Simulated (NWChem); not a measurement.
**Correlation energy of dimethyl ether (C2H6O)**

```
O
C 1 1.3909
C 1 1.3909 2 113.18
H 2 1.0993 1 108.09 3 180.00
H 3 1.0993 1 108.09 2 180.00
H 2 1.1095 4 108.34 1 121.78
H 2 1.1095 4 108.34 6 116.44
H 3 1.1095 5 108.34 1 -121.78
H 3 1.1095 5 108.34 8 -116.44
```
Charge 0, spin multiplicity 1.

Program: NWChem. Structure: optimised with PBE0/def2-SVP, a minimum by its harmonic frequencies.

Basis set: 6-311G**. Each correlation energy counts from its own Hartree-Fock reference.

```
method        correlation energy (mHa)  difference from CCSD(T)
------------  ------------------------  -----------------------
CCSD(T)                         -559.7                      0.0
CR-CCSD(T)                      -556.1                     +3.6
CR-CCSD[T]                      -556.6                     +3.1
CCSD+T(CCSD)                    -560.3                     -0.6
CCSD                            -543.7                    +16.0
MP2                             -507.9                    +51.7
SCS-MP2                         -507.6                    +52.0
```

The values span 52.7 mHa, from CCSD+T(CCSD) (lowest) to SCS-MP2 (highest). 

The correlated methods keep 3 core orbitals frozen. The Pople sets run with spherical d functions. Coupled-cluster values serve here as a point of comparison, not as the truth.
